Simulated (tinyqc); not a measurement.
Worked calculation: LCCD on RHF in the sto-3g basis, frozen core, for BH3, spin multiplicity 1. One step of it, computed by the program tinyqc.

Task: LCCD: starting amplitudes. t_ij^ab = <ij||ab> / (e_i + e_j - e_a - e_b), whose energy is MP2.

orbital energies (hartree): MO1 -7.413455, MO2 -0.682706, MO3 -0.477168, MO4 -0.477165, MO5 0.236396, MO6 0.751083, MO7 0.796049, MO8 0.796071

Two-electron integrals over orbitals (pq|rs), unique and non-zero (hartree); the lowest 1 orbital is frozen and left out:
```
(22|22) 0.450106    (32|32) 0.122781    (33|22) 0.447377    (33|33) 0.500829
(42|22) -0.000068   (42|33) -0.062893   (42|42) 0.122732    (43|32) -0.062872
(43|43) 0.048828    (44|22) 0.447307    (44|33) 0.403074    (44|42) 0.062921
(44|44) 0.500858    (52|22) -0.000295   (52|33) -0.000175   (52|42) 5.02e-09
(52|44) -0.000175   (52|52) 0.070014    (53|32) -0.000193   (53|43) 0.000198
(53|53) 0.018540    (54|22) 1.06e-07    (54|33) 0.000198    (54|42) -0.000193
(54|44) -0.000198   (54|52) 0.000010    (54|54) 0.018538    (55|22) 0.467510
(55|33) 0.441704    (55|42) -0.000006   (55|44) 0.441684    (55|52) 0.001460
(55|54) 5.28e-07    (55|55) 0.586780    (62|22) 0.040058    (62|33) 0.021073
(62|42) -2.78e-06   (62|44) 0.020885    (62|52) -0.000118   (62|54) 1.43e-06
(62|55) 0.104233    (62|62) 0.068804    (63|32) -0.042518   (63|43) 0.039587
(63|53) 0.000232    (63|63) 0.057587    (64|22) 0.000208    (64|33) 0.039907
(64|42) -0.042921   (64|44) -0.039675   (64|52) 2.42e-06    (64|54) 0.000234
(64|55) 0.000396    (64|62) 0.000436    (64|64) 0.058055    (65|22) -0.000642
(65|33) -0.000300   (65|42) 3.34e-06    (65|44) -0.000297   (65|52) 0.066865
(65|54) 0.000078    (65|55) 0.000222    (65|62) -0.000952   (65|64) -2.13e-06
(65|65) 0.070528    (66|22) 0.447334    (66|33) 0.446763    (66|42) 0.000839
(66|44) 0.447639    (66|52) -0.001142   (66|54) -2.21e-06   (66|55) 0.467721
(66|62) 0.026663    (66|64) -0.000246   (66|65) -0.001424   (66|66) 0.465281
(72|22) -0.000164   (72|33) 0.025526    (72|42) -0.004038   (72|44) -0.025702
(72|52) 2.17e-07    (72|54) 0.000363    (72|55) -0.000424   (72|62) -0.000101
(72|64) 0.045319    (72|65) 4.08e-06    (72|66) -0.000192   (72|72) 0.048572
(73|32) 0.053493    (73|43) -0.023727   (73|53) -0.000177   (73|63) -0.029864
(73|73) 0.037741    (74|22) 0.045008    (74|33) 0.053427    (74|42) -0.053147
(74|44) 0.006529    (74|52) 0.000630    (74|54) 0.000175    (74|55) 0.093961
(74|62) 0.065598    (74|64) 0.029995    (74|65) -0.000169   (74|66) 0.026497
(74|72) 0.008426    (74|74) 0.103810    (75|22) 2.04e-06    (75|33) -0.000396
(75|42) 0.000854    (75|44) 0.000398    (75|52) -0.000266   (75|54) 0.016253
(75|55) -1.04e-06   (75|62) 4.17e-06    (75|64) -0.000300   (75|65) -0.000200
(75|66) 0.000011    (75|72) 0.000119    (75|74) -0.000369   (75|75) 0.019820
(76|22) 0.000006    (76|33) -0.057138   (76|42) 0.109477    (76|44) 0.057303
(76|52) 0.000005    (76|54) -0.000258   (76|55) 0.000036    (76|62) 0.000027
(76|64) -0.046384   (76|65) 0.000008    (76|66) 0.000884    (76|72) -0.010653
(76|74) -0.054220   (76|75) 0.000760    (76|76) 0.111582    (77|22) 0.464981
(77|33) 0.433727    (77|42) 0.026257    (77|44) 0.497104    (77|52) 0.000209
(77|54) -0.000229   (77|55) 0.480751    (77|62) 0.042275    (77|64) -0.036489
(77|65) -0.000137   (77|66) 0.473350    (77|72) -0.032061   (77|74) 0.041525
(77|75) 0.000106    (77|76) 0.028032    (77|77) 0.535197    (82|32) -0.004078
(82|43) 0.025627    (82|53) 0.000363    (82|63) 0.045265    (82|73) -0.009049
(82|82) 0.048579    (83|22) 0.044942    (83|33) 0.006390    (83|42) 0.053327
(83|44) 0.053580    (83|52) 0.000630    (83|54) -0.000176   (83|55) 0.093945
(83|62) 0.065541    (83|64) -0.029640   (83|65) -0.000166   (83|66) 0.027327
(83|72) -0.009124   (83|74) 0.033806    (83|75) 0.000372    (83|76) 0.054597
(83|77) 0.062547    (83|83) 0.104041    (84|32) 0.053331    (84|43) -0.023570
(84|53) -0.000176   (84|63) -0.029648   (84|73) 0.032949    (84|82) -0.008864
(84|84) 0.037507    (85|32) 0.000854    (85|43) -0.000396   (85|53) 0.016252
(85|63) -0.000297   (85|73) 0.000372    (85|82) 0.000119    (85|84) 0.000371
(85|85) 0.019818    (86|32) 0.109287    (86|43) -0.056920   (86|53) -0.000256
(86|63) -0.045668   (86|73) 0.054589    (86|82) -0.010432   (86|84) 0.054412
(86|85) 0.000759    (86|86) 0.111133    (87|32) -0.027552   (87|43) 0.032350
(87|53) 0.000233    (87|63) 0.037160    (87|73) -0.011366   (87|82) 0.032022
(87|84) -0.011214   (87|85) -0.000114   (87|86) -0.028963   (87|87) 0.034597
(88|22) 0.465006    (88|33) 0.497553    (88|42) -0.027126   (88|44) 0.433258
(88|52) 0.000209    (88|54) 0.000232    (88|55) 0.480754    (88|62) 0.042509
(88|64) 0.037285    (88|65) -0.000138   (88|66) 0.472909    (88|72) 0.031799
(88|74) 0.062851    (88|75) -0.000111   (88|76) -0.028703   (88|77) 0.467122
(88|83) 0.040953    (88|88) 0.535643
```

Give: Starting amplitudes; correlation energy.

Result:

Starting amplitudes (spin orbitals 1a, 1b, ...; amplitudes related by a flip of all spins are not repeated; the 24 largest):
```
from      to        t
3a 3b  8a 8b  -0.0409
4a 4b  7a 7b  -0.0408
2a 2b  5a 5b  -0.0381
2a 4b  6a 7b  -0.0242
2a 3b  6a 8b  -0.0242
2a 2b  6a 6b  -0.0240
4a 4b  6a 6b  -0.0236
3a 3b  6a 6b  -0.0234
2a 4b  6b 7a   0.0167
2a 3b  6b 8a   0.0167
2a 2b  8a 8b  -0.0164
2a 2b  7a 7b  -0.0164
3a 3b  7a 7b  -0.0148
4a 4b  8a 8b  -0.0147
3a 4b  7b 8a   0.0133
3a 3b  5a 5b  -0.0130
4a 4b  5a 5b  -0.0130
3a 4b  7a 8b  -0.0129
4a 4b  6a 7b  -0.0120
3a 3b  6a 7b   0.0119
3a 4b  6a 8b   0.0119
3a 4b  6b 8a  -0.0118
2a 4a  6a 7a  -0.0075
2a 3a  6a 8a  -0.0075
```

correlation energy = -0.033522 hartree
